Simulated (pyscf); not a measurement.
Optimised with ωB97X-D3(BJ)/def2-SVP in PySCF. Correlated levels are frozen-core, on RHF or UHF. ΔMP2 is the change of the MP2 total energy from the triple- to the quadruple-zeta basis.

Estimate by transition-state theory (the high-pressure limit) the rate constant of `[CH]#[CH]` + `[CH3][OH]` -> `[CH2]=[CH][CH2][OH]` (singlet surface; C–H broken, C–C, C–H formed) at 900 K, with CCSD(T)/def2-TZVPP + ΔMP2(QZVPP) energies (ideal gas, 1 atm, RRHO with modes under 100 cm⁻¹ raised to 100, one conformer, R ln 2 for rigid chiral ones; no tunnelling).

The electronic barrier is 72.6 kcal/mol and the thermal terms add +28.8, so ΔG‡ = 101.4 kcal/mol. With k_BT/h = 1.88e+13 s⁻¹ and RT = 1.788 kcal/mol, and a volume of 1.23e-19 cm³ per molecule at 1 atm, k = 5.6e-31 cm³ molecule⁻¹ s⁻¹. The product is born with the 112 kcal/mol of the reverse barrier and needs collisions to keep. Wigner's tunnelling factor for 1151i cm⁻¹ would be 1.14. A shift of 1 kcal/mol in the barrier changes k by a factor 1.7. At the saddle there is also a short C–H contact that neither side keeps. From the product side, •H₂C–CH=CH₂ + OH• lies, by one bond made or cut, 28.0 kcal/mol under this saddle at ωB97M-D3(BJ). H₂C=CH–CH₂–OH lies 10.6 kcal/mol over its isomer H₂C=C(CH₃)–OH, and others may lie lower still (electronic energy, ωB97M-D3(BJ)). This is the saddle that the search found; another between the same sides may lie lower. The CCSD(T) − MP2 part came from Ansatz, without density fitting, on the same reference.
